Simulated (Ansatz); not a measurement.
Write a Python script for the Python package of Ansatz (0.2.0) that makes a relaxed scan of one distance of AlClH₂, SMILES [AlH2][Cl]. Settings (for the species named): PBE0, def2-SVP basis, multiplicity 1.

```xyz
4

Al   -0.0689   -0.0312   -0.0982
Cl    1.3496   -0.1346    1.5335
H    -1.4048   -0.9724   -0.1624
H     0.1797    1.0779   -1.2932
```

`relaxed_scan.py`:
```python
# -*- coding: utf-8 -*-
'''One bond of AlClH2 held at set lengths while the rest relaxes.'''

import ansatz as az
from ase import Atoms
import numpy as np


def main():
    atoms = Atoms(['Al', 'Cl', 'H', 'H'], positions=[
        [-0.0689, -0.0312, -0.0982],
        [1.3496, -0.1346, 1.5335],
        [-1.4048, -0.9724, -0.1624],
        [0.1797, 1.0779, -1.2932],
    ])
    geometry = az.Crystal.molecule_from_ase(atoms)

    base = (
        geometry.calculation()
        .basis(gaussian='def2-SVP')
        .functional('pbe0')
    )
    symbols = [site.symbol for site in geometry.cartesian_sites]
    pairs = [(0, 1), (0, 2), (0, 3)]
    print('held (A)   E (eV)        ', '  '.join(f'{symbols[i]}{i}-{symbols[j]}{j}' for i, j in pairs))
    for length in [1.5, 1.64, 1.77, 1.96, 2.21]:
        r = base.relax(constraints=[az.DistanceConstraint((0, 2), at=length)], force_tolerance=0.02, max_steps=60).run(threads=1, pin='off').report
        xyz = np.array(r['positions_ang'])
        print(f'{length:6.2f} {r["free_energy_ev"]:14.5f}  ', '  '.join(f'{np.linalg.norm(xyz[i] - xyz[j]):.3f}' for i, j in pairs))


if __name__ == '__main__':
    main()
```

Running `python relaxed_scan.py` prints:
```text
held (A)   E (eV)         Al0-Cl1  Al0-H2  Al0-H3
DeckWarning: relax.constraints: the input's atoms, or those drawn, lie off the distances that are held; a relaxation that starts there is brought onto them ahead of its first SCF, by positions alone, an atom by 6.77e-2 Å at the most. With the symmetry [...]
  1.50   -19140.08957   2.108  1.500  1.580
  1.64   -19140.11489   2.106  1.640  1.579
  1.77   -19139.93900   2.105  1.770  1.578
  1.96   -19139.50118   2.100  1.960  1.576
  2.21   -19138.79833   2.096  2.210  1.577
```
(Warnings from the package without file and line, shortened, repeats left out.)

What to keep in mind:
- Total energies depend on the basis set; only differences at equal settings carry meaning.
- The energies are electronic: no zero-point or thermal terms, and the basis set is short of its limit.
- Run time: 18 s on 1 thread of AMD EPYC 7B13 (Zen 3), with other jobs on the host, peak memory 0.19 GiB.
